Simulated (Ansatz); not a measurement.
Input file:

```yaml
crystal:
  periodic: [false, false, false]
  atoms:
    - {symbol: Ge, position_ang: [0.000000, 0.013397, 0.343250]}
    - {symbol: O, position_ang: [0.000000, -0.107250, -1.438746]}
    - {symbol: H, position_ang: [0.000000, 0.736912, -1.899543]}
basis:
  gaussian: {orbitals: cc-pVDZ}
magnetization: {spin_polarized: false, initial_magnetization: 3}
correlation: {method: sc_nevpt2, electrons: outside_noble_gas, active_space: {window: {electrons: 11, orbitals: 9}, shells: [{species: Ge, l: s, shell: 4}, {species: Ge, l: p, shell: 4}, {species: H, l: s, shell: 1}, {species: O, l: s, shell: 2}, {species: O, l: p, shell: 2}]}}
```

```sh
$ ansatz run in.yaml --threads 1 --pin off --events-out ev --progress --plain --max-ram 2816MiB --backend cpu
```

Log:

```
861 factors; integrals over basis functions are off by at most 1.6e-7 eV
mean field evaluation 1: about -58520.9024 eV, gradient 2.3e1 eV
mean field evaluation 2: about -58520.9327 eV, gradient 2.3e1 eV
mean field evaluation 4: about -58522.4835 eV, gradient 4.3e0 eV
mean field evaluation 8: about -58522.6428 eV, gradient 1.3e0 eV
mean field evaluation 16: about -58516.2313 eV, gradient 2.9e1 eV
mean field evaluation 32: about -58522.6663 eV, gradient 7.2e-6 eV
mean field -58522.66627542 eV, -2150.6683175336 hartree, gradient 7.6e-6 eV, S^2 3.750000; 5 other end points of the search recorded, 0 dependent functions left out
reference -58522.66627542 eV, -2150.6683175336 hartree; 22, 19 occupied and 24, 27 virtual orbitals, 861 factors
state -58524.37017892 eV, -2150.7309348325 hartree
state -58524.37017892 eV, -2150.7309348325 hartree; corrected -58528.60445972 eV, -2150.8865417818 hartree
Total energy: -58528.60445972 eV, -2150.8865417818 hartree
Checks for a lower state left out: starts, orbital_swaps
```

Ran on 1 thread of AMD EPYC 7R13, shared host: 3.1 s wall, 0.18 GiB peak host memory.
